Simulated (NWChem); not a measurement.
Atomisation of acetonitrile (C2H3N)

```
C
H 1 1.1004
H 1 1.1004 2 108.60
H 1 1.1004 2 108.60 3 -117.93
C 1 1.4600 2 110.33 3 121.04
N 5 1.1582 2 150.74 1 180.00
```
Charge 0, spin multiplicity 1.

The numbers come from NWChem runs, not from measurements. Structure: optimised with B3LYP/def2-SVP, a minimum by its harmonic frequencies.

Basis set: def2-TZVP. The atomisation energy is electronic alone: no zero-point, thermal, spin-orbit or counterpoise terms. No value is extrapolated to the basis-set limit. Free atoms are single determinants with multiplicities C 3, N 4, H 2.

B3LYP has NWChem's definition, with VWN1-RPA local correlation. No SCF solution was tested for a lower state. Open-shell Hartree-Fock references start from PBE0 orbitals.

Task: One of these methods gave an atomisation energy of 432.1 kcal/mol. Which?
A) B3LYP
B) HF
C) LDA (SVWN5)
D) PBE0

Result: B, HF. The others give 615.2 (B3LYP), 617.0 (PBE0), 704.9 (LDA (SVWN5)).
